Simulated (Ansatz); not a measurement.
Worked example: the barrier

An elementary step of CH$_{9}$NSi, singlet (CH₅N ([CH3][NH2]) + SiH₄ → CH₇NSi ([CH3][NH][SiH3]) + H₂; bonds formed: Si1–N7, H2–H6; bonds broken: Si1–H2, H6–N7). “Start” is the structure reached by relaxing down from the saddle towards the reactants; PBE0-D4/def2-TZVP structures. The saddle:

Si1  (-1.290, 0.386, -0.147)
H2  (-0.355, 1.670, 0.910)
H3  (-1.733, -0.863, -0.889)
H4  (-2.391, 0.593, 0.821)
H5  (-1.116, 1.349, -1.260)
H6  (0.217, 0.675, 1.082)
N7  (0.245, -0.402, 0.562)
C8  (1.367, -0.529, -0.364)
H9  (0.081, -1.250, 1.097)
H10  (1.619, 0.471, -0.730)
H11  (1.113, -1.159, -1.220)
H12  (2.243, -0.942, 0.138)
(Å)

Ansatz 0.2.0; basis: def2-TZVPP and def2-QZVPP; cores frozen in the correlated methods.

Energies in eV:

| quantity | saddle | start |
| --- | --- | --- |
| Hartree–Fock, triple zeta (X = 3) | -10515.12031 | -10517.59575 |
| Hartree–Fock, quadruple zeta (X = 4) | -10515.51425 | -10517.97920 |
| MP2 correlation, X = 3 | -15.67862 | -15.06213 |
| MP2 correlation, X = 4 | -16.69815 | -16.06417 |
| CCSD(T) correlation, X = 3 | -17.58245 | -17.03116 |

Q: Work out the barrier at the basis limit: extrapolate Hartree–Fock as E(X) = E∞ + A exp(−7.88 √X) and the MP2 correlation as E(X) = E∞ + B X^−2.97 (the exponents that Neese and Valeev fitted for def2-TZVPP and QZVPP), then add CCSD(T) − MP2 in triple zeta.

A: Each step is linear, so take the differences first (saddle − start): Hartree–Fock 2.47544 (X = 3) and 2.46495 (X = 4); MP2 correlation -0.61649 and -0.63398; CCSD(T) correlation -0.55129.
Two points give E∞ = E(4) + w [E(4) − E(3)], with w = 1/(exp(7.88 (2 − √3)) − 1) = 0.1377 for Hartree–Fock and w = 1/((4/3)^2.97 − 1) = 0.7407 for the correlation.
Hartree–Fock: 2.46495 + 0.1377 × (-0.01049) = 2.4635 eV.
MP2 correlation: -0.63398 + 0.7407 × (-0.01749) = -0.6469 eV.
CCSD(T) − MP2: -0.55129 − (-0.61649) = 0.0652 eV.
Sum: 2.4635 + (-0.6469) + 0.0652 = 1.8818 eV, or 43.40 kcal/mol. Plain CCSD(T) in triple zeta gives 1.9242 eV, so the larger basis shifts the result by -0.0424 eV.

No T1 diagnostic of these runs exceeds 0.012.

Labels in which every atom is bracketed show which atoms are joined, not bond orders.

For scale, one of the runs: CCSD(T)/def2-TZVPP, 230 basis functions, launched by `ansatz run in.yaml --threads 4 --pin off --events-out ev --progress --plain --max-ram 9574MiB`. The run took 58 s on 4 CPU threads of an Arm Neoverse V1 (shared host), with 3.9 GiB of host memory at its peak.
